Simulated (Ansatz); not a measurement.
# PF+ (doublet): the correlation ladder, def2-TZVPP

An exercise on one series of results from a longer session: the logs are not shown, and one member is left open.

Program: Ansatz 0.2.0, Gaussian basis. Level of theory: def2-TZVPP, core rule «outside noble gas», up to 6 orbitals frozen. These are calculated values, not measurements.

To be run: UHF; ROHF; CCSD(T) on UHF.

2 further runs of the same task are left out: 2 set aside as unsound or not needed.

## The system

The geometry is a PBE0/def2-TZVP stationary point (not a proven minimum) of the parent state, kept for this charge and spin.

2 atoms, charge 1, spin multiplicity 2.

Atoms are counted from 1 here; the program's logs count them from 0.

Bond lengths: F1–P2 1.593 Å.

The first run:

in.yaml

```yaml
crystal:
  periodic: [false, false, false]
  atoms:
    - {symbol: F, position_ang: [0.000000, 0.000000, 0.000000]}
    - {symbol: P, position_ang: [0.000000, 0.000000, 1.593400]}
basis:
  gaussian: {orbitals: def2-TZVPP}
total_charge: 1
magnetization: {spin_polarized: true, initial_magnetization: 1}
hamiltonian: {xc: hf}
output: {orbitals: {seedname: orbitals}}
```

Started as:

```bash
$ ansatz run in.yaml --threads 1 --pin off --events-out ev --progress --plain --max-ram 3968MiB --backend cpu
```

Among the steps run: UHF; ROHF; CCSD(T) on UHF.

One table of the session follows, with a row left open; its other results are not shown here.

It belongs to the step «Misses and costs». 

```
  method  from UCCSD(T) (meV)
    ROHF             +10282.4
     UHF             +10113.7
    UMP2               +764.0
   UCCSD                    ?
UCCSD(T)                    0
```

Estimate the missing values for UCCSD.

As computed: from UCCSD(T) (meV): +375.0. In the column «from UCCSD(T) (meV)» it lies between UCCSD(T) (0) and UMP2 (+764.0).
